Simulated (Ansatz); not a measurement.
## Scan of [Cl···H···H], doublet

Starting geometry:

```xyz
3

Cl    0.0000    0.0000   -1.1976
H     0.0000    0.0000    0.0812
H     0.0000    0.0000    1.1164
```

From there H2 is moved from one fragment to the other while all else, the fragments' distance too, stays fixed; atoms are numbered as listed. Energies are in kcal/mol, counted from the starting geometry at the same level.

Basis cc-pVTZ; Ansatz 0.2.0. Only valence electrons are correlated (noble-gas cores frozen). R marks a restricted (for open shells ROHF) determinant, U an unrestricted one.

Full CI isn't at hand for all of this; UCCSDT(Q) serves as the reference, and is uncertain by about the last step of the cluster series.

```
distance Cl1-H2 (Å)   UHF
              1.279   0.0
              1.320  -0.2
              1.403  -0.2
              1.486  -1.2
              1.569  -2.5
```

Estimate the UCCSDT(Q) curve in cc-pVTZ from this one, knowing how UHF errs.

The computed UCCSDT(Q) values, in kcal/mol from the starting point, and the error of UHF against them:
| distance Cl1-H2 (Å) | UCCSDT(Q) | UHF less UCCSDT(Q) |
| --- | --- | --- |
| 1.279 | 0.0 | 0.0 |
| 1.320 | -1.0 | 0.8 |
| 1.403 | -2.1 | 1.9 |
| 1.486 | -2.8 | 1.6 |
| 1.569 | -2.5 | -0.1 |

The error spans 1.9 kcal/mol and is largest, 1.9 kcal/mol, at 1.403 Å.
